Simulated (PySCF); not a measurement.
# Cost of excited-state runs on Formaldehyde (SMILES C=O)

Bonds (- single, = double, # triple, : aromatic): C1=O2 1.186 Å. C1 carries H3, H4.

PySCF with density fitting, on 1 thread of an Arm Neoverse V1, shared host. Command: `OMP_NUM_THREADS=1 python excited_run.py task.json out`

Q: How long does each of these runs take, and how much memory?
- vibronic structure, BHandHLYP/def2-TZVP; Tamm-Dancoff; with frequencies; grid level 1; writes grids
- excited-state relaxation, BHandHLYP/def2-TZVP; state S1; TDA; with frequencies; grid level 1; writes grids
- excited-state relaxation, BHandHLYP/def2-TZVP; state T1; TDA; grid level 1
- excited-state relaxation, BHandHLYP/def2-TZVP; state T1; UKS; with frequencies; grid level 1

A: 
| run | level | basis functions | wall time | peak memory (GiB) |
| --- | --- | --- | --- | --- |
| vibronic structure | BHandHLYP/def2-TZVP | 74 | 2.5 s | 0.31 |
| excited-state relaxation | BHandHLYP/def2-TZVP | 74 | 45 s | 0.31 |
| excited-state relaxation | BHandHLYP/def2-TZVP | 74 | 11 s | 0.31 |
| excited-state relaxation | BHandHLYP/def2-TZVP | 74 | 33 s | 0.31 |

Times from a shared host are rough.
